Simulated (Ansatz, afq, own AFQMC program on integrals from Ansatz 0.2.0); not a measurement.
AFQMC on a folder of integrals that Ansatz 0.2.0 wrote.

```yaml
crystal:
  periodic: [false, false, false]
  atoms:
    - {symbol: Ge, position_ang: [0.000000, -0.029158, 0.300919]}
    - {symbol: N, position_ang: [0.000000, 0.038514, -1.592101]}
    - {symbol: H, position_ang: [0.000000, 1.566135, 0.437823]}
basis:
  gaussian: {orbitals: cc-pVTZ}
magnetization: {spin_polarized: false, initial_magnetization: 4}
correlation: {method: ccsd_t, electrons: outside_noble_gas, hamiltonian_folder: ham}
```

```sh
$ ansatz run in.yaml --threads 1 --pin off --events-out ev --progress --plain --max-ram 16896MiB --backend cuda --devices 0, --max-vram 18GiB
```

Options of the walk:

```
--method phaseless --trial hf --walkers 1200 --populations 20 --least-time 40 --time-step 0.005 --steps-per-block 20 --equilibration-blocks 112 --max-blocks 4000 --target-error 0.0009500 --factor-cut 1e-05 --start spin_pure --seed 9499 --taylor-order 6
```

Times are imaginary, in 1/Eh. The walk had a cap of 91 s. With eight or more populations the least sampling time is a fifth of least-time, and the error comes from their spread. Filled inner d shells are frozen with the cores.

Output of the walk:

```
orbitals 72  electrons 7 3  factors 491 of 538
reference energy -2130.29741453 Eh
CCSD correlation -0.24075404 Eh in 17 cycles, weight of the determinant in the CISD state 0.8711
energy of the start -2130.297434 Eh
 block  time / (1/Eh)  mean weight  energy / Eh
     1     0.100  1.0012  -2130.360519
     2     0.200  1.0015  -2130.403279
     3     0.300  1.0015  -2130.431209
     4     0.400  1.0017  -2130.453459
     5     0.500  1.0008  -2130.468955
     7     0.700  1.0006  -2130.489915
     9     0.900  1.0005  -2130.506635
    17     1.700  0.9997  -2130.530166
    33     3.300  1.0003  -2130.544231
    49     4.900  1.0001  -2130.540523
    65     6.500  0.9999  -2130.547330
    81     8.100  1.0002  -2130.539047
    97     9.700  1.0005  -2130.548452
   113    11.300  1.0012  -2130.548403
   129    12.900  1.0006  -2130.547496
   145    14.500  1.0002  -2130.540035
   161    16.100  1.0002  -2130.551772
   177    17.700  0.9995  -2130.543353
   193    19.300  1.0000  -2130.555372
   209    20.900  0.9996  -2130.544105
   225    22.500  0.9992  -2130.556857
   241    24.100  1.0002  -2130.545037
   257    25.700  0.9997  -2130.543674
   273    27.300  0.9997  -2130.533582
   289    28.900  1.0001  -2130.543500
   305    30.500  0.9995  -2130.544824
   321    32.100  1.0004  -2130.541383
   329    32.900  1.0008  -2130.540284
error from the spread of 20 populations
energy -2130.544151 +/- 0.001169 Eh
(rows thinned)
```

The run passed its tests (sampling time, drift between the halves within three errors, error under three times the target), which doesn't prove that it has relaxed, ending at its cap on processor time.

Against this walk (error 31.8 meV) on the same determinant: CCSD(T) 84.6 meV lower, CCSDT(Q) 134.1 meV lower, a separate phaseless walk with a CISD trial and standard settings 106.5 ± 32.2 meV lower. The error is statistical and leaves out the bias of the constraint. CCSDT(Q) is the surest value here, so the walk's 134 meV above it is most likely the bias of the constraint with this trial, which can have either sign.

Cautions: constraint bias not in the error; error above the target (31.8 against 25.9 meV); no relativity below Rb; no spin-orbit coupling; inner d shell frozen; another spin lies lower (by 1.91 eV); raised T1 diagnostic (T1 0.040, weight of the determinant 0.87, largest double 0.03); the bias of populations of 60 walkers isn't removed.

The walk took 91 s on 1 × NVIDIA H100 80GB HBM3 with 2 threads of AMD EPYC 7R13 Processor (Zen 3), on a shared host (the card was shared). The log's last line is the phaseless energy.

CCSDT and higher add their correlation energy to the determinant of the CCSD(T) run, since their own runs factorise the integrals more tightly (a shift of under 2 meV). A walk keeps the symmetry of its determinant, which the program's search chose and which needn't be the lowest solution, so a lower state of the same spin and another symmetry isn't excluded.
